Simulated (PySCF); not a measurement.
C4H5FO.
SMILES with atom numbers: `[F:1][C:2]1=[CH:3][O:4][CH2:5][CH2:6]1`

A calculation gives these core lines: C 1s: 291.46 (area 1), 291.87 (area 1), 292.37 (area 1), 292.63 (area 1) eV; O 1s: 538.94 eV; F 1s: 693.07 eV.

Computed, not measured: delta-SCF UKS SCAN, pcX-2 on the ionised atom, pcseg-1 elsewhere, spin-free X2C (PySCF 2.14.0). Isolated species at its GFN2-xTB geometry, gas phase.

**Question.** Which carbon gives which C 1s line?

**Answer.** 291.46 eV: C6 (allylic carbon); 291.87 eV: C3 (vinylic carbon bearing oxygen); 292.37 eV: C2 (vinylic C–F carbon); 292.63 eV: C5 (sp3 carbon bound to oxygen). The listed C 1s values span 1.17 eV, from C6 (bonded to 2 C and 2 H) to C5 (bonded to O, C and 2 H). The widest gap between neighbouring values is 0.50 eV, between 291.87 and 292.37 eV. Summing the Pauling electronegativity differences to the bonded atoms, each weighted by its formal bond order, gives -0.70 for the lowest site and +0.19 for the highest; the largest sum, +1.43, belongs to C2, 0.26 eV below the top.

Bonded neighbours of each site: F1: C; C2: F, C (double bond) and C; C3: O, C (double bond) and H; O4: 2 C; C5: O, C and 2 H; C6: 2 C and 2 H.

**Question.** Give the binding energy of O 1s of O4 in hartree and in kJ/mol.

**Answer.** 538.94 eV = 19.8057 Eh = 52000 kJ/mol.

Hardware: an Arm Neoverse V2 with one thread (shared host). Cost: 42 s.
